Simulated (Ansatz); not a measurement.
# CH2O2 (singlet): wave-function methods side by side, cc-pVTZ

An exercise on one series of results from a longer session: the logs are not shown, and one member is left open.

Program: Ansatz 0.2.0, Gaussian basis. Level of theory: cc-pVTZ, core rule «outside noble gas», up to 3 orbitals frozen. These are calculated values, not measurements.

To be run: UHF; CCSD(T) on RHF; BCCD(T) on RHF; CISD; CCSDT(Q) on RHF.

27 further runs of the same task are left out: 7 for a known fault of the program, 4 that didn't finish, 16 set aside as unsound or not needed.

## What is computed

The geometry is an MP2(full)/6-31G* stationary point (not a proven minimum).

5 atoms, charge 0, spin multiplicity 1.

Atoms are counted from 1 here; the program's logs count them from 0.

Bond lengths: O1–C2 1.350 Å, O1–H4 0.980 Å, C2–O3 1.212 Å, C2–H5 1.096 Å. Angles: C2–O1–H4 106.0°, O1–C2–O3 125.1°, O1–C2–H5 109.4°, O3–C2–H5 125.5°.

The first run:

Input file in.yaml:

```yaml
crystal:
  periodic: [false, false, false]
  atoms:
    - {symbol: O, position_ang: [-1.063089, -0.433995, 0.000000]}
    - {symbol: C, position_ang: [-0.022144, 0.426386, 0.000000]}
    - {symbol: O, position_ang: [1.147228, 0.106178, 0.000000]}
    - {symbol: H, position_ang: [-0.671714, -1.332697, 0.000000]}
    - {symbol: H, position_ang: [-0.399991, 1.455404, 0.000000]}
basis:
  gaussian: {orbitals: cc-pVTZ}
magnetization: {spin_polarized: true, initial_magnetization: 0}
hamiltonian: {xc: hf}
output: {orbitals: {seedname: orbitals}}
```

Command:

```sh
$ ansatz run in.yaml --threads 1 --pin off --events-out ev --progress --plain --max-ram 4160MiB --backend cpu
```

Among the steps run: UHF; CCSD(T) on RHF; BCCD(T) on RHF; CISD; CCSDT(Q) on RHF.

One of the session's tables, all rows but one given; the rest of the session is left out.

It belongs to the step «Misses and costs». 

```
   method  from RCCSDT(Q) (meV)
      RHF                     ?
     RMP2                +881.4
     CISD               +2629.4
    RCCSD                +769.7
 RCCSD(T)                 +44.2
  BCCD(T)                 +37.7
   RCCSDT                 +43.9
RCCSDT(Q)                     0
```

**Question.** Estimate the row for RHF.

As computed: from RCCSDT(Q) (meV): +18087.6. In the column «from RCCSDT(Q) (meV)» it is the highest.

With the free atoms at the same levels and basis (separate runs), the atomisation energy is 21.055 eV at RCCSDT(Q), 21.043 eV at RCCSD(T), 14.254 eV at RHF.
